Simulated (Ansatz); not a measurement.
Input file:

```yaml
crystal:
  periodic: [false, false, false]
  atoms:
    - {symbol: C, position_ang: [0.000000, 0.000000, 0.000000]}
    - {symbol: H, position_ang: [1.093152, 0.013897, -0.000233]}
    - {symbol: H, position_ang: [-0.558612, 0.939744, -0.002802]}
    - {symbol: H, position_ang: [-0.534540, -0.953642, 0.003036]}
basis:
  gaussian: {orbitals: def2-SVP}
total_charge: 1
correlation: {method: fic_mrcisd_q, electrons: valence, active_space: {window: {electrons: 4, orbitals: 7}}}
```

```sh
$ ansatz run in.yaml --threads 1 --pin off --events-out ev --progress --plain --max-ram 2393MiB
```

**Question.** Roughly how long does this take on 1 thread of Intel Xeon Platinum 8375C, shared host, and how much host memory?

**Answer.** 3.6 s wall and 0.17 GiB.

```
306 factors; integrals over basis functions are off by at most 1.3e-3 eV
mean field evaluation 1: about -1066.3239 eV, gradient 1.2e1 eV
mean field evaluation 2: about -1066.3224 eV, gradient 1.2e1 eV
mean field evaluation 4: about -1066.7394 eV, gradient 5.6e-1 eV
mean field evaluation 8: about -1066.7405 eV, gradient 6.0e-5 eV
mean field -1066.74051524 eV, -39.2019908723 hartree, gradient 1.5e-6 eV, S^2 0.000000; 0 other end points of the search recorded, 0 dependent functions left out
reference -1066.74051524 eV, -39.2019908723 hartree; 4, 4 occupied and 25, 25 virtual orbitals, 306 factors
state -1068.26250625 eV, -39.2579230104 hartree
contracted CI cycle   1: correlation 0.00000000 eV, 0.0000000000 hartree, residual 1.31e1 eV
contracted CI cycle   2: correlation -1.91212950 eV, -0.0702694632 hartree, residual 2.96e0 eV
contracted CI cycle   3: correlation -2.01743218 eV, -0.0741392652 hartree, residual 8.95e-1 eV
contracted CI cycle   4: correlation -2.02779323 eV, -0.0745200266 hartree, residual 3.24e-1 eV
contracted CI cycle   5: correlation -2.02916367 eV, -0.0745703893 hartree, residual 1.17e-1 eV
contracted CI cycle   6: correlation -2.02936328 eV, -0.0745777250 hartree, residual 4.79e-2 eV
contracted CI cycle   7: correlation -2.02940092 eV, -0.0745791082 hartree, residual 2.31e-2 eV
contracted CI cycle   8: correlation -2.02940961 eV, -0.0745794276 hartree, residual 1.04e-2 eV
contracted CI cycle   9: correlation -2.02941103 eV, -0.0745794797 hartree, residual 3.67e-3 eV
contracted CI cycle  10: correlation -2.02941119 eV, -0.0745794858 hartree, residual 1.17e-3 eV
state -1068.26250625 eV, -39.2579230104 hartree; corrected -1070.35042897 eV, -39.3346527549 hartree
Total energy: -1070.35042897 eV, -39.3346527549 hartree
```

Natural occupations: 1.9737 1.9729 0.0163 0.0158 0.0134 0.0045 0.0035.
